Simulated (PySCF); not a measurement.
# NH₃: electronic excitations at several levels of theory

How much do the electronic excitations of NH₃ (`N`) depend on the level of theory, and what does each level cost?

The runs use PySCF 2.14.0, with density-fitted response routines of our own; the level of theory stands in each step. All values are computed, except where a source is named. Atoms count from 0, in the outputs and in this text.

## (1) The molecule as given

4 atoms, charge 0, multiplicity 1; geometry from: GFN2-xTB.

Bonds of the start (Å): N0–H1 1.01, N0–H2 1.01, N0–H3 1.01.

## (2) Geometry optimisation at PBE0-D3(BJ)/def2-TZVP

What the job is given:

```
{"job": {"xc": "PBE0", "basis": "def2-TZVP", "d3": "d3bj", "grid": 2, "kind": "geom"}, "charge": 0, "multiplicity": 1}
N      0.000650    -0.001240     0.065070
H     -0.581420    -0.739940    -0.310320
H     -0.359440     0.879550    -0.281140
H      0.932250    -0.122140    -0.312800
```

Log:

```text
step   0  E = -56.51367726  max force = 0.001081
step   1  E = -56.51369386  max force = 0.000890
step   2  E = -56.51369573  max force = 0.000217
optimisation converged
```

Run time: 6.8 s. Hardware: 2 threads of Intel Xeon at 2.50GHz (Skylake/Cascade Lake), shared host.

The steps of the relaxation:

```tsv
step	energy from step 0 (eV)	largest force component (eV/Å)
0	0.0000	0.0556
1	-0.0005	0.0458
2	-0.0005	0.0112
```

Distances of close pairs at the start and the end, largest changes first:

```tsv
bond	before (Å)	after (Å)	change (Å)
N0–H1	1.013	1.012	-0.000
N0–H2	1.013	1.012	-0.000
N0–H3	1.013	1.012	-0.000
```

The end geometry stands in the next job.

```tsv
at the end point	value
point group (found at 0.08 Å tolerance)	C3v
rotational constants (GHz, main isotopes)	299.7, 299.7, 189.1
dipole moment (D)	1.69
```

## (3) Excited states and response: CAM-B3LYP/def2-TZVPD

What the job is given:

```
{"job": {"kind": "uv", "xc": "CAM-B3LYP", "basis": "def2-TZVPD", "nstates": 12, "ntriplets": 4}, "charge": 0, "multiplicity": 1}
N      0.000685    -0.001387     0.071455
H     -0.579177    -0.736991    -0.312432
H     -0.358069     0.876199    -0.283327
H      0.928601    -0.121592    -0.314885
```

Level: TDDFT CAM-B3LYP/def2-TZVPD, vertical, gas phase, core orbitals frozen in the response.

Log:

```text
coarse grid: 2928 points
cycle   1  E = -56.5324452150  dE = -1.080e-01  |g| = 3.500e-01  |ddm| = 1.099e+00
cycle   2  E = -56.5291967756  dE =  3.248e-03  |g| = 3.959e-01  |ddm| = 3.646e-01
cycle   3  E = -56.5602239487  dE = -3.103e-02  |g| = 1.883e-02  |ddm| = 1.717e-01
cycle   4  E = -56.5602899590  dE = -6.601e-05  |g| = 3.789e-03  |ddm| = 1.410e-02
cycle   5  E = -56.5602938455  dE = -3.887e-06  |g| = 5.508e-04  |ddm| = 5.383e-03
final grid: 27112 points
cycle   6  E = -56.5566984371  dE = -7.692e-06  |g| = 3.168e-03  |ddm| = 1.119e-02
cycle   7  E = -56.5566979202  dE =  5.170e-07  |g| = 3.605e-03  |ddm| = 2.727e-03
cycle   8  E = -56.5567003650  dE = -2.445e-06  |g| = 7.767e-05  |ddm| = 1.543e-03
cycle   9  E = -56.5567003674  dE = -2.338e-09  |g| = 2.410e-05  |ddm| = 1.325e-04
cycle  10  E = -56.5567003676  dE = -2.484e-10  |g| = 4.602e-06  |ddm| = 3.885e-05
converged SCF energy = -56.5567003676

Static polarisability (au): isotropic 13.940, principal 13.538 13.538 14.743

Singlet excitations
state   eV       nm        f      main configurations
  1   6.4586    192.0   0.07875   H->L 0.98
  2   8.6303    143.7   0.01254   H->L+2 0.95
  3   8.6303    143.7   0.01254   H->L+1 0.95
  4  10.0597    123.2   0.00288   H->L+4 0.94
  5  10.0598    123.2   0.00288   H->L+5 0.94
  6  10.3622    119.7   0.00047   H->L+3 0.95
  7  11.2735    110.0   0.13290   H->L+6 0.98
  8  11.4001    108.8   0.05726   H->L+7 0.90
  9  11.4001    108.8   0.05726   H->L+8 0.90
 10  11.7383    105.6   0.19596   H-1->L 0.92
 11  11.7384    105.6   0.19596   H-2->L 0.92
 12  13.4553     92.1   0.06665   H->L+9 0.97

Triplet excitations (Tamm-Dancoff, eV): 6.0944 8.3075 8.3075 9.3286
```

It took 3.2 s on 2 threads of Intel Xeon at 2.50GHz (Skylake/Cascade Lake), shared host.

Frontier orbitals and where they lie:

```tsv
orbital	eV	atoms
HOMO−3	-25.45	N0 51 %, H1 16 %, H2 16 %
HOMO−2	-14.51	N0 60 %, H1 23 %, H2 10 %
HOMO−1	-14.51	N0 60 %, H3 20 %, H2 16 %
HOMO	-9.22	N0 80 %, H1 7 %, H2 7 %
LUMO	0.92	N0 56 %, H3 15 %, H2 15 %
LUMO+1	3.12	H1 46 %, H3 22 %, H2 22 %
LUMO+2	3.12	H2 38 %, H3 37 %, H1 14 %
```

With each of the 12 states as a Gaussian band of 0.4 eV half-width at 1/e, the curve within the window shown has maxima at 192 nm (ε 3,200), 144 nm (ε 1,000), 123 nm (ε 250), 107 nm (ε 20,000) L/(mol cm). Beyond the last state computed it falls off for lack of states. The curve at chosen wavelengths:

nm, ε (L/mol/cm) and a bar:
```
      100       1056 ##
      104      14103 #########################
      109      16609 ##############################
      113       4932 #########
      118        253 
      122        236 
      127        137 
      131         39 
      136        233 
      140        739 #
      144       1013 ##
      149        559 #
      153        179 
      158         22 
      162          3 
      167         10 
      171         63 
      175        275 
      180       1007 ##
      184       1956 ####
      189       2990 #####
      193       3165 ######
      198       2503 #####
      202       1676 ###
      207        806 #
      211        382 #
```

Further results of this job:

```tsv
property	computed
dipole moment (D)	1.54
polarisability (Å³)	2.07
HOMO–LUMO gap (eV)	10.14
−ε(HOMO) (eV)	9.22
```

## (4) Excited states and response: PBE0/def2-TZVPD

What the job is given:

```
{"job": {"kind": "uv", "xc": "PBE0", "basis": "def2-TZVPD", "nstates": 12, "ntriplets": 4}, "charge": 0, "multiplicity": 1}
N      0.000685    -0.001387     0.071455
H     -0.579177    -0.736991    -0.312432
H     -0.358069     0.876199    -0.283327
H      0.928601    -0.121592    -0.314885
```

Level: TDDFT PBE0/def2-TZVPD, vertical, gas phase, core orbitals frozen in the response.

Log:

```text
coarse grid: 2928 points
cycle   1  E = -56.4889418042  dE = -8.997e-02  |g| = 3.733e-01  |ddm| = 1.104e+00
cycle   2  E = -56.4625249370  dE =  2.642e-02  |g| = 5.199e-01  |ddm| = 4.450e-01
cycle   3  E = -56.5199579537  dE = -5.743e-02  |g| = 1.554e-02  |ddm| = 2.496e-01
cycle   4  E = -56.5200051185  dE = -4.716e-05  |g| = 3.333e-03  |ddm| = 8.566e-03
cycle   5  E = -56.5200072605  dE = -2.142e-06  |g| = 3.244e-04  |ddm| = 2.236e-03
final grid: 27112 points
cycle   6  E = -56.5150438233  dE = -1.085e-05  |g| = 5.613e-03  |ddm| = 1.607e-02
cycle   7  E = -56.5150384563  dE =  5.367e-06  |g| = 7.650e-03  |ddm| = 5.949e-03
cycle   8  E = -56.5150500929  dE = -1.164e-05  |g| = 1.318e-04  |ddm| = 3.448e-03
cycle   9  E = -56.5150500967  dE = -3.863e-09  |g| = 3.140e-05  |ddm| = 9.514e-05
cycle  10  E = -56.5150500970  dE = -2.691e-10  |g| = 3.623e-06  |ddm| = 2.446e-05
converged SCF energy = -56.5150500970

Static polarisability (au): isotropic 13.913, principal 13.477 13.477 14.785

Singlet excitations
state   eV       nm        f      main configurations
  1   6.5180    190.2   0.08253   H->L 0.99
  2   8.6637    143.1   0.01516   H->L+1 0.92
  3   8.6638    143.1   0.01516   H->L+2 0.92
  4  10.1585    122.0   0.00222   H->L+4 0.70, H->L+5 0.29
  5  10.1587    122.0   0.00221   H->L+5 0.70, H->L+4 0.29
  6  10.4007    119.2   0.00147   H->L+3 0.96
  7  11.2950    109.8   0.12304   H->L+6 0.99
  8  11.4702    108.1   0.07563   H->L+7 0.90
  9  11.4704    108.1   0.07560   H->L+8 0.90
 10  11.8254    104.8   0.17587   H-1->L 0.97
 11  11.8255    104.8   0.17588   H-2->L 0.97
 12  13.3921     92.6   0.07757   H->L+9 0.99

Triplet excitations (Tamm-Dancoff, eV): 6.1054 8.2853 8.2853 9.3016
```

It took 3.6 s on 2 threads of Intel Xeon at 2.50GHz (Skylake/Cascade Lake), shared host.

Key values: HOMO -7.69 eV, LUMO 0.37 eV; lowest singlet 6.52 eV.

## (5) Ultraviolet spectrum: PBE/def2-TZVPD

What the job is given:

```
{"job": {"kind": "uv", "xc": "PBE", "basis": "def2-TZVPD", "nstates": 12, "ntriplets": 4}, "charge": 0, "multiplicity": 1}
N      0.000685    -0.001387     0.071455
H     -0.579177    -0.736991    -0.312432
H     -0.358069     0.876199    -0.283327
H      0.928601    -0.121592    -0.314885
```

With the program's defaults for keys left out, this is: TDDFT PBE/def2-TZVPD, vertical, gas phase, core orbitals frozen in the response.

Log:

```text
coarse grid: 2928 points
cycle   1  E = -56.4649723623  dE = -5.385e-02  |g| = 4.832e-01  |ddm| = 1.122e+00
cycle   2  E = -56.3101007300  dE =  1.549e-01  |g| = 9.482e-01  |ddm| = 7.157e-01
cycle   3  E = -56.5164832842  dE = -2.064e-01  |g| = 1.983e-02  |ddm| = 5.029e-01
cycle   4  E = -56.5165795439  dE = -9.626e-05  |g| = 5.734e-03  |ddm| = 1.782e-02
cycle   5  E = -56.5165864671  dE = -6.923e-06  |g| = 7.335e-04  |ddm| = 3.895e-03
final grid: 27112 points
cycle   6  E = -56.5103483887  dE = -1.210e-05  |g| = 9.101e-03  |ddm| = 2.156e-02
cycle   7  E = -56.5103080438  dE =  4.034e-05  |g| = 1.664e-02  |ddm| = 1.156e-02
cycle   8  E = -56.5103643301  dE = -5.629e-05  |g| = 5.106e-04  |ddm| = 7.979e-03
cycle   9  E = -56.5103643865  dE = -5.638e-08  |g| = 6.404e-05  |ddm| = 2.961e-04
cycle  10  E = -56.5103643874  dE = -9.391e-10  |g| = 2.449e-06  |ddm| = 4.082e-05
converged SCF energy = -56.5103643874

Static polarisability (au): isotropic 14.751, principal 14.099 14.099 16.055

Singlet excitations
state   eV       nm        f      main configurations
  1   5.9282    209.1   0.07994   H->L 1.00
  2   8.0683    153.7   0.01483   H->L+1 0.81, H->L+2 0.19
  3   8.0684    153.7   0.01483   H->L+2 0.81, H->L+1 0.19
  4   9.5369    130.0   0.00152   H->L+4 0.69, H->L+5 0.31
  5   9.5371    130.0   0.00152   H->L+5 0.69, H->L+4 0.31
  6   9.8830    125.5   0.00424   H->L+3 0.95
  7  10.6527    116.4   0.11649   H->L+6 0.99
  8  10.8148    114.6   0.07536   H->L+7 0.89
  9  10.8150    114.6   0.07533   H->L+8 0.89
 10  11.2002    110.7   0.15694   H-1->L 0.97
 11  11.2003    110.7   0.15694   H-2->L 0.97
 12  12.7493     97.2   0.07113   H->L+9 0.99

Triplet excitations (Tamm-Dancoff, eV): 5.5516 7.7403 7.7403 8.8356
```

It took 3.5 s on 2 threads of Intel Xeon at 2.50GHz (Skylake/Cascade Lake), shared host.

This run: HOMO -6.12 eV, LUMO -0.31 eV; lowest singlet 5.93 eV.

## (6) Ultraviolet spectrum: B3LYP/def2-TZVPD

What the job is given:

```
{"job": {"kind": "uv", "xc": "B3LYP", "basis": "def2-TZVPD", "nstates": 12, "ntriplets": 4}, "charge": 0, "multiplicity": 1}
N      0.000685    -0.001387     0.071455
H     -0.579177    -0.736991    -0.312432
H     -0.358069     0.876199    -0.283327
H      0.928601    -0.121592    -0.314885
```

Level: TDDFT B3LYP/def2-TZVPD, vertical, gas phase, core orbitals frozen in the response.

Log:

```text
coarse grid: 2928 points
cycle   1  E = -56.5543090423  dE = -7.791e-02  |g| = 4.123e-01  |ddm| = 1.108e+00
cycle   2  E = -56.5044226263  dE =  4.989e-02  |g| = 6.360e-01  |ddm| = 5.303e-01
cycle   3  E = -56.5919026786  dE = -8.748e-02  |g| = 1.624e-02  |ddm| = 3.144e-01
cycle   4  E = -56.5919577404  dE = -5.506e-05  |g| = 3.966e-03  |ddm| = 1.124e-02
cycle   5  E = -56.5919608206  dE = -3.080e-06  |g| = 4.055e-04  |ddm| = 2.595e-03
final grid: 27112 points
cycle   6  E = -56.5878146011  dE = -9.632e-06  |g| = 4.393e-03  |ddm| = 1.300e-02
cycle   7  E = -56.5878098794  dE =  4.722e-06  |g| = 6.545e-03  |ddm| = 4.901e-03
cycle   8  E = -56.5878183988  dE = -8.519e-06  |g| = 1.340e-04  |ddm| = 3.002e-03
cycle   9  E = -56.5878184026  dE = -3.761e-09  |g| = 2.949e-05  |ddm| = 8.905e-05
cycle  10  E = -56.5878184028  dE = -2.065e-10  |g| = 2.744e-06  |ddm| = 2.151e-05
converged SCF energy = -56.5878184028

Static polarisability (au): isotropic 14.185, principal 13.709 13.709 15.137

Singlet excitations
state   eV       nm        f      main configurations
  1   6.2667    197.8   0.07923   H->L 1.00
  2   8.3833    147.9   0.01477   H->L+1 0.91
  3   8.3833    147.9   0.01477   H->L+2 0.91
  4   9.9039    125.2   0.00202   H->L+4 0.83, H->L+5 0.17
  5   9.9040    125.2   0.00202   H->L+5 0.83, H->L+4 0.17
  6  10.1648    122.0   0.00161   H->L+3 0.95
  7  11.0379    112.3   0.12568   H->L+6 0.99
  8  11.2014    110.7   0.06591   H->L+7 0.94
  9  11.2015    110.7   0.06590   H->L+8 0.94
 10  11.5775    107.1   0.17762   H-1->L 0.96
 11  11.5776    107.1   0.17762   H-2->L 0.96
 12  13.1603     94.2   0.06848   H->L+9 0.99

Triplet excitations (Tamm-Dancoff, eV): 5.9182 8.0695 8.0695 9.1529
```

It took 3.4 s on 2 threads of Intel Xeon at 2.50GHz (Skylake/Cascade Lake), shared host.

In short: HOMO -7.45 eV, LUMO 0.01 eV; lowest singlet 6.27 eV.

## (7) Side by side: electronic excitations

Excitations and ground-state properties, with basis size and wall time:

```tsv
run	lowest singlet (eV)	brightest (eV)	f	gap (eV)	α (Å³)	μ (D)	functions	time
CAM-B3LYP/def2-TZVPD	6.46	11.74	0.196	10.14	2.07	1.54	64	3.2 s
PBE0/def2-TZVPD	6.52	11.83	0.176	8.06	2.06	1.50	64	3.6 s
PBE/def2-TZVPD	5.93	11.20	0.157	5.81	2.19	1.45	64	3.5 s
B3LYP/def2-TZVPD	6.27	11.58	0.178	7.46	2.10	1.50	64	3.4 s
```

## (8) Summary of results

| quantity | value |
| --- | --- |
| point group | C3v |
| rotational constants (main isotopes) | 299.70, 299.70, 189.08 GHz |
| lowest singlet (CAM-B3LYP/def2-TZVPD) | 6.46 eV (192 nm), f = 0.079 |
| brightest single state of those computed | state 10, 11.74 eV, f = 0.196 |
| lowest triplet | 6.09 eV |
| range of the lowest singlet | 5.93 to 6.52 eV |

What this shows: Single values in the summary come from the first run of each kind that ended normally (CAM-B3LYP/def2-TZVPD), which need not be the best level. With PBE0/def2-TZVP, its start was all but relaxed already: 2 steps gained 0.5 meV. The lowest singlet, at 6.46 eV, is HOMO→LUMO 0.98 and is bright; of the 12 states computed, the strongest absorption comes from states 10 to 11 together at 11.74 eV. The lowest triplet lies 0.36 eV below the lowest singlet (triplets in Tamm-Dancoff, singlets in full TDDFT). States above −ε(HOMO) lie where TDDFT describes them poorly and they hang on the basis; the brightest is among them. The lowest singlet runs from 5.93 eV (PBE/def2-TZVPD) to 6.52 eV (PBE0/def2-TZVPD), while the orbital gap spans 5.81 to 10.14 eV: the excitation energy moves far less from run to run than the orbital gap does. The lowest state need not be the same one in every run.
